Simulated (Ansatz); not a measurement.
# C₄H₃F: one species, many methods

One table from this session's results is given with a row withheld; the runs are named, their logs left out.

The runs use Ansatz 0.2.0, Gaussian basis; functionals in def2-TZVPP, the program's frozen cores in correlated methods.

Plan: LDA (SPW92), PBE-D4, revPBE-D4, BLYP-D4, r2SCAN-D4, B97M-V, PBE0-D4, B3LYP-D4, r2SCANh-D4, r2SCAN0-D4, HSE06-D4, BHLYP-D4, CAM-B3LYP-D4, LC-ωPBE, ωB97X-V, ωB97M-V, B2PLYP, PBE-QIDH; CCSD(T)/def2-SVP; CCSD(T)/def2-TZVPP; MP2/def2-QZVPP; extrapolation to the limit; RPA on PBE.

### The geometry

The geometry comes from an earlier relaxation with PBE0-D4 in a triple-zeta def2 set; it is a stationary point, not always the lowest conformer.

SMILES `C#C/C=C/F`, 8 atoms, charge 0, spin multiplicity 1.

Atoms are counted from 1 here; the program's logs count them from 0.

Bond lengths: C1–C2 1.203 Å, C1–H6 1.064 Å, C2–C3 1.413 Å, C3–C4 1.328 Å, C3–H7 1.086 Å, C4–F5 1.329 Å, C4–H8 1.084 Å. Angles: C2–C1–H6 179.7°, C1–C2–C3 178.5°, C2–C3–C4 122.2°, C2–C3–H7 118.7°, C4–C3–H7 119.1°, C3–C4–F5 121.3°, C3–C4–H8 125.5°, F5–C4–H8 113.2°.

The first run:

Contents of in.yaml:

```yaml
crystal:
  periodic: [false, false, false]
  atoms:
    - {symbol: C, position_ang: [-0.008512, 1.593949, 1.418754]}
    - {symbol: C, position_ang: [-0.088679, 0.842407, 0.483186]}
    - {symbol: C, position_ang: [-0.198453, -0.012602, -0.636665]}
    - {symbol: C, position_ang: [0.207093, -1.276665, -0.603260]}
    - {symbol: F, position_ang: [0.095501, -2.065584, -1.666782]}
    - {symbol: H, position_ang: [0.064675, 2.254692, 2.249708]}
    - {symbol: H, position_ang: [-0.629000, 0.379847, -1.552969]}
    - {symbol: H, position_ang: [0.649476, -1.773245, 0.252228]}
basis:
  gaussian: {orbitals: def2-TZVPP}
hamiltonian: {xc: lda}
output: {orbitals: {seedname: orbitals}}
```

Started as:

```bash
> ansatz run in.yaml --threads 2 --pin off --events-out ev --progress --plain --max-ram 4352MiB
```

Steps of the session up to this table: LDA; PBE-D4 (GGA); revPBE-D4 (GGA); BLYP-D4 (GGA); r2SCAN-D4 (meta-GGA); B97M-V (meta-GGA); PBE0-D4 (hybrid); B3LYP-D4 (hybrid); r2SCANh-D4 (hybrid); r2SCAN0-D4 (hybrid); HSE06-D4 (hybrid); BHLYP-D4 (hybrid); CAM-B3LYP-D4 (range-separated); LC-ωPBE (range-separated); ωB97X-V (range-separated); ωB97M-V (range-separated); B2PLYP (double hybrid); PBE-QIDH (double hybrid).

One of the session's tables, all rows but one given; the rest of the session is left out.

It belongs to the step «Orbital energies across the functionals». 

| functional | HOMO (eV) | gap (eV) |
| --- | --- | --- |
| LDA (SPW92) | -6.22 | 4.15 |
| PBE-D4 | -6.01 | 4.19 |
| revPBE-D4 | -5.93 | 4.21 |
| BLYP-D4 | -5.85 | 4.17 |
| r2SCAN-D4 | -6.19 | 4.55 |
| B97M-V | ? | ? |
| PBE0-D4 | -7.12 | 6.24 |
| B3LYP-D4 | -6.91 | 5.80 |
| r2SCANh-D4 | -6.61 | 5.31 |
| r2SCAN0-D4 | -7.25 | 6.46 |
| HSE06-D4 | -6.72 | 5.46 |
| BHLYP-D4 | -8.09 | 8.26 |
| CAM-B3LYP-D4 | -8.40 | 8.62 |
| LC-ωPBE | -9.72 | 11.09 |
| ωB97X-V | -9.33 | 10.66 |
| ωB97M-V | -9.23 | 10.47 |

**Question.** Estimate the row for B97M-V.

The run gave: HOMO (eV): -6.19; gap (eV): 4.64.
